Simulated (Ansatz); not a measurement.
Mo3C: from a trial structure to a relaxed crystal

Level of theory: DFT PBE, scalar-relativistic, plane waves, PAW (Ansatz 0.2.0). Cutoff 420 eV, Γ-centred k mesh, Gaussian smearing, no spin polarisation in the final step.

The start puts Mo3C on the Cu3Au (L1_2) structure type (Pm-3m, No. 221), with C in place of Au, Mo in place of Cu, at a guessed volume.

```xyz
4
Lattice="3.6982 0.0000 0.0000 0.0000 3.6982 0.0000 0.0000 0.0000 3.6982" Properties=species:S:1:pos:R:3 pbc="T T T"
Mo    0.0000    1.8491    1.8491
Mo    1.8491    0.0000    1.8491
Mo    1.8491    1.8491    0.0000
C     0.0000    0.0000    0.0000
```

Cell and atoms relax at zero pressure; the relaxation can't lower the symmetry of the start. After a coarse first stage the cell is made exact in the group found at 0.06 Å.

Formation energies are uncorrected and refer to the elements' standard structures at the same level.

What does it relax into?

It keeps Pm-3m (No. 221). The result has the Cu3Au (L1_2) structure. Conventional cell: a = 3.752 Å. Mo is coordinated by 4 C at 2.65 Å and 8 Mo at 2.65 Å; C has 12 Mo at 2.65 Å.

```cif
data_structure
_symmetry_space_group_name_H-M 'Pm-3m'
_symmetry_Int_Tables_number 221
_cell_length_a 3.7525
_cell_length_b 3.7525
_cell_length_c 3.7525
_cell_angle_alpha 90.000
_cell_angle_beta 90.000
_cell_angle_gamma 90.000
_cell_volume 52.84
loop_
_atom_site_label
_atom_site_type_symbol
_atom_site_symmetry_multiplicity
_atom_site_Wyckoff_symbol
_atom_site_fract_x
_atom_site_fract_y
_atom_site_fract_z
_atom_site_occupancy
Mo1 Mo 3 c 0.00000 0.50000 0.50000 1
C1 C 1 a 0.00000 0.00000 0.00000 1
```

What are its volume, energy, density and gap?

The volume per atom is 13.21 Å³ and the density is 9.42 g/cm³. The energy over the elements is 1.07 eV/atom. The gap on the 12×12×12 mesh is 0 eV (a metal).

The final run used a 12×12×12 mesh on its 4-atom cell and 0.10 eV smearing. For metals, differences of a few meV/atom aren't resolved. A structure relaxed within its symmetry needn't be a true minimum. The steps took roughly 30 core-seconds in all.

Cost: 3 runs of about 0.58 core-minutes in all, on Intel Xeon Platinum 8488C (Sapphire Rapids) (shared hosts).